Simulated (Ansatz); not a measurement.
A made-up structure of CH$_{4}$BSi, doublet:

```xyz
7
angstrom
B -0.8554 -0.3884 -0.2814
C 0.1964 0.3168 -0.8899
Si 0.3625 0.0585 0.5669
H -1.7689 -0.9762 0.1517
H 0.7780 0.8251 -1.7533
H 0.0301 1.2207 1.3782
H 1.2574 -1.0566 0.8279
```

It is relaxed with PBE-D4/def2-SVP and then PBE0-D4/def2-TZVP (Ansatz 0.2.0). Atoms count as bonded within 1.22 times the sum of their covalent radii (H–H: 0.88 Å). The end point is not checked to be a true minimum.

(1) Does its bonding change? (Judge from chemistry; the calculation decides.)

Results:

(1) Computed: No: no bond forms or breaks.

Where it ends: The first stage lowers the energy by 5.82 eV in 8 steps. It ends as CH₄BSi ([BH]1[CH][SiH2]1):
| atom | x (Å) | y (Å) | z (Å) |
| --- | --- | --- | --- |
| B1 | -1.0801 | -0.4322 | -0.5746 |
| C2 | 0.0435 | 0.2586 | -0.9751 |
| Si3 | 0.5531 | 0.1088 | 0.7627 |
| H4 | -2.0764 | -1.0142 | -0.3372 |
| H5 | 0.5529 | 0.7215 | -1.8076 |
| H6 | 0.4366 | 1.2329 | 1.7240 |
| H7 | 1.5703 | -0.8754 | 1.2077 |

Labels in which every atom is bracketed show which atoms are joined, not bond orders.

For scale, one of the runs: PBE0-D4/def2-TZVP relaxation, 123 basis functions, launched by `ansatz run in.yaml --threads 2 --pin off --events-out ev --progress --plain --max-ram 4352MiB`. Hardware: 2 CPU threads of an Arm Neoverse V1, shared host. Wall time about 48 s.
